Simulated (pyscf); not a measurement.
Optimised with ωB97X-D3(BJ)/def2-SVP in PySCF.

### Question
Estimate by transition-state theory the rate constant of H₃C–NH–CH₃ + CH₃• → H₃C–N•–CH₃ + CH₄ (doublet surface; H–N broken, C–H formed) at 900 K, with ωB97M-D3(BJ)/def2-TZVP energies (ideal gas, 1 atm, RRHO with modes under 100 cm⁻¹ raised to 100, one conformer, R ln 2 for chiral ones without a mode under 150 cm⁻¹; no tunnelling).

### Answer
The electronic barrier is 9.3 kcal/mol and the thermal terms add +25.5, so ΔG‡ = 34.8 kcal/mol. With k_BT/h = 1.88e+13 s⁻¹ and RT = 1.788 kcal/mol, and a volume of 1.23e-19 cm³ per molecule at 1 atm, k = 8.2e-15 cm³ molecule⁻¹ s⁻¹. Wigner's tunnelling factor for 1917i cm⁻¹ would be 1.39, likely too low at so high a frequency. A shift of 1 kcal/mol in the barrier changes k by a factor 1.7. H₃C–NH–CH₃ lies 7.8 kcal/mol over its isomer H₃C–CH₂–NH₂ (electronic energy, ωB97M-D3(BJ)/def2-TZVP). H₃C–N•–CH₃ lies 10.2 kcal/mol over its isomer H₃C–CH•–NH₂ (electronic energy, ωB97M-D3(BJ)/def2-TZVP). This is the saddle that the search found; another between the same sides may lie lower. The angle at the transferred H is 164°.
